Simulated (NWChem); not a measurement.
All runs are NWChem calculations. System: silicon monoxide (OSi), charge 0, spin multiplicity 1, at a geometry optimised with PBE0/def2-SVP. Level: RHF/def2-QZVP.

Job file:

```
start mol
memory heap 200 mb stack 900 mb global 1100 mb
geometry units angstroms nocenter noautoz
  Si     0.000000     0.000000     0.553938
  O      0.000000     0.000000    -0.969391
  symmetry group C2v
end
basis spherical
  * library def2-qzvp
end
scf
  rhf
  nopen 0
  maxiter 100
  thresh 1e-7
  semidirect memsize 60000000 filesize 0
end
task scf energy
```

Output (cleaned and shortened):

```
             Northwest Computational Chemistry Package (NWChem) 7.3.0
             --------------------------------------------------------

                                NWChem Input Module
                                -------------------

 Scaling coordinates for geometry "geometry" by  1.889725989
 (inverse scale =  0.529177249)

 Turning off AUTOSYM since
 SYMMETRY directive was detected!

                             Geometry "geometry" -> ""
                             -------------------------

 Output coordinates in angstroms (scale by  1.889725989 to convert to a.u.)

  No.       Tag          Charge          X              Y              Z
 ---- ---------------- ---------- -------------- -------------- --------------
    1 Si                  14.0000     0.00000000     0.00000000     0.55393800
    2 O                    8.0000     0.00000000     0.00000000    -0.96939100

 Effective nuclear repulsion energy (a.u.)      38.9067968167

            Nuclear Dipole moment (a.u.)
            ----------------------------
        X                 Y               Z
 ---------------- ---------------- ----------------
     0.0000000000     0.0000000000     0.0000075589

      Symmetry information
      --------------------

 Group name             C2v
 Group number             16
 Group order               4
 No. of unique centers     2

      Symmetry unique atoms

     1    2


 Summary of "ao basis" -> "" (spherical)
 ------------------------------------------------------------------------------
       Tag                 Description            Shells   Functions and Types
 ---------------- ------------------------------  ------  ---------------------
 *                         def2-qzvp                  on all atoms

 Summary of "ao basis" -> "ao basis" (spherical)
 ------------------------------------------------------------------------------
       Tag                 Description            Shells   Functions and Types
 ---------------- ------------------------------  ------  ---------------------
 Si                        def2-qzvp                22       70   9s6p4d2f1g
[...]
    79      0.297625  2 O  py                82      0.294916  2 O  py
    85      0.291250  2 O  py

 Vector   11  Occ=2.000000D+00  E=-4.377081D-01  Symmetry=a1
              MO Center= -3.0D-16,  2.2D-16,  5.8D-01, r^2= 2.2D+00
   Bfn.  Coefficient  Atom+Function         Bfn.  Coefficient  Atom+Function
  ----- ------------  ---------------      ----- ------------  ---------------
     8      0.438707  1 Si s                  9      0.316979  1 Si s
    21      0.255455  1 Si pz                24      0.216236  1 Si pz
    80     -0.192038  2 O  pz                83     -0.186531  2 O  pz
    86     -0.175033  2 O  pz                12     -0.159825  1 Si pz

 Vector   12  Occ=0.000000D+00  E= 2.967584D-02  Symmetry=b2
              MO Center= -3.6D-32, -9.0D-16,  8.0D-01, r^2= 4.5D+00
   Bfn.  Coefficient  Atom+Function         Bfn.  Coefficient  Atom+Function
  ----- ------------  ---------------      ----- ------------  ---------------
    26      0.741968  1 Si py                88     -0.246735  2 O  py
    20      0.231128  1 Si py                23      0.217098  1 Si py

 Vector   13  Occ=0.000000D+00  E= 2.967584D-02  Symmetry=b1
              MO Center= -1.1D-15, -3.5D-31,  8.0D-01, r^2= 4.5D+00
   Bfn.  Coefficient  Atom+Function         Bfn.  Coefficient  Atom+Function
  ----- ------------  ---------------      ----- ------------  ---------------
    25      0.741968  1 Si px                87     -0.246735  2 O  px
    19      0.231128  1 Si px                22      0.217098  1 Si px

 Vector   14  Occ=0.000000D+00  E= 1.023169D-01  Symmetry=a1
              MO Center= -2.8D-15, -1.8D-15,  1.4D+00, r^2= 6.9D+00
   Bfn.  Coefficient  Atom+Function         Bfn.  Coefficient  Atom+Function
  ----- ------------  ---------------      ----- ------------  ---------------
    24      1.778740  1 Si pz                77      1.786520  2 O  s
     8     -1.431042  1 Si s                 27     -1.399334  1 Si pz
    86      0.575314  2 O  pz                45     -0.549246  1 Si d  0
    40     -0.537703  1 Si d  0              89      0.519347  2 O  pz
     7      0.469990  1 Si s                  9     -0.236611  1 Si s

 center of mass
 --------------
 x =   0.00000000 y =   0.00000000 z =  -0.00033681

 moments of inertia (a.u.)
 ------------------
          84.331982380026           0.000000000000           0.000000000000
           0.000000000000          84.331982380026           0.000000000000
           0.000000000000           0.000000000000           0.000000000000

  Mulliken analysis of the total density
  --------------------------------------

    Atom       Charge   Shell Charges
 -----------   ------   -------------------------------------------------------
    1 Si  14    13.43   1.69  0.01  0.25  0.37  1.07  0.56  0.42  0.99  0.45  5.48 -0.01  0.55  0.62  0.57  0.08  0.00  0.08  0.11  0.07  0.03  0.02  0.01
    2 O    8     8.57   1.07  0.00  0.68  0.21  0.47  0.99  0.37  1.19  1.57  1.49  0.50  0.00  0.01  0.02  0.00  0.00  0.00

       Multipole analysis of the density wrt the origin
       ------------------------------------------------

     L   x y z        total         open         nuclear
     -   - - -        -----         ----         -------
     0   0 0 0     -0.000000      0.000000     22.000000

     1   1 0 0      0.000000      0.000000      0.000000
     1   0 1 0     -0.000000      0.000000      0.000000
     1   0 0 1      1.493575      0.000000      0.000008

     2   2 0 0    -11.964229      0.000000      0.000000
     2   1 1 0     -0.000000      0.000000      0.000000
     2   1 0 1     -0.000000      0.000000      0.000000
     2   0 2 0    -11.964229      0.000000      0.000000
     2   0 1 1     -0.000000      0.000000      0.000000
     2   0 0 2    -15.824629      0.000000     42.187174

 Task  times  cpu:        3.4s     wall:        3.4s

 Total times  cpu:        3.5s     wall:        3.5s
```
